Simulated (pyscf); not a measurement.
methane (CH₄) + O=ReH(=O)=O -> H₃C–Re(=O)(=O)=O + hydrogen (H₂), a four-centre exchange (singlet surface; C–H, H–Re broken, C–Re, H–H formed). PySCF, gas phase, ωB97X-D3(BJ)/def2-SVP geometries. Energies in kcal/mol from the separated reactants.

AM1 to PM7: differences of heats of formation from MOPAC, which are fitted to 298 K values and so differ in kind from electronic energies by zero-point and thermal terms. 

**Question.** Quick PM7 single points give ΔE‡ = 25.6 kcal/mol and ΔE = -73.7 kcal/mol. What does ωB97M-D3(BJ)/def2-TZVP give, and how far is the quick result from it?

**Answer.** ωB97M-D3(BJ)/def2-TZVP gives ΔE‡ = 59.9 kcal/mol and ΔE = +6.3 kcal/mol. PM7 lies 34.3 kcal/mol under it in the barrier and 80.1 kcal/mol under it in the reaction energy, so on this step it does not hold to within 3.0 kcal/mol. ωB97M-D3(BJ)/def2-TZVP has limits of its own. At the saddle there is also a short H–Re contact that neither side keeps. This is the saddle that the search found; another between the same sides may lie lower. In the def2 sets elements past Kr carry core potentials, without spin-orbit coupling.
